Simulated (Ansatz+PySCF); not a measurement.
doublet C₃H₅: levels of theory in one basis

```xyz
8

H     0.0000   -1.2411   -1.2519
C     0.0000   -0.1587   -1.1831
C     0.0000    0.4555    0.0000
C     0.0000   -0.1587    1.1831
H     0.0000    0.4001    2.1102
H     0.0000    0.4001   -2.1102
H     0.0000    1.5438    0.0000
H     0.0000   -1.2411    1.2519
```

Basis set: cc-pVTZ (spherical functions). Left uncorrelated: 3 orbitals. Correlation on ROHF uses semicanonical orbitals with singles. Charge 0, multiplicity 2.

Computed with Ansatz (development build ahead of 0.2.0); each method stands on the lowest determinant of its kind that the runs found.

```tsv
method	E − E(ROHF) (eV)	<S²> of the determinant
ROHF	0.00	0.75
UHF	-0.57	0.91
ROHF-MP2	-13.36	–
UHF-MP2	-13.06	0.91
```

Task: What does ROHF-CCSD(T) give on the same scale?

Result: -14.75 eV.

Caution for UHF, UHF-MP2: the unrestricted determinant is spin contaminated.
